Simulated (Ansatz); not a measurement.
Molecule: furan, C$_{4}$H$_{4}$O, net charge 0, singlet state. 
Geometry from a B3LYP-D3(BJ)/def2-TZVP (Ansatz, a program for electronic structure) optimisation:
```
C
C 1 1.3552
O 2 1.3615 1 110.34
C 3 1.3615 2 106.94 1 0.00
C 4 1.3552 3 110.34 2 0.00
H 4 1.0753 5 133.63 1 -180.00
H 2 1.0753 1 133.63 5 -180.00
H 5 1.0766 4 126.47 6 0.00
H 1 1.0766 2 126.47 7 0.00
```
Charge 0, spin multiplicity 1.

Basis-set convergence of Hartree-Fock and CCSD correlation energies (hartree) with Ansatz. Correlated levels leave the core frozen unless marked. Spin-orbit coupling is left out. No relativistic terms.

The Hartree-Fock reference is unstable (checked in the largest basis), which strains HF and MP2. 

```tsv
basis	functions	E(HF)	E(corr, CCSD)
cc-pVDZ	-	-228.64347	-0.73481
cc-pVTZ	206	?	?
```

Question: Fill in the missing entries.

Answer: 
- cc-pVTZ, E(HF): -228.70716
- cc-pVTZ, E(corr, CCSD): -0.88343
